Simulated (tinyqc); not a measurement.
Inside a calculation. Method: UHF in the sto-6g basis, for LiH, spin multiplicity 1. One step of it, computed by the program tinyqc.

Question. Iteration 3: DIIS coefficients. Solve [B -1; -1 0][c; lambda] = [0; -1] for the coefficients, which sum to one.

B (overlaps of the stored error matrices):
```
,1,2,3
1,1.4043717e-01,1.2711363e-02,4.1349214e-03
2,1.2711363e-02,4.6954347e-03,1.4350543e-03
3,4.1349214e-03,1.4350543e-03,5.0073613e-04
```

Give: DIIS coefficients.

Answer.

DIIS coefficients: -0.0052  -0.3844  1.3897
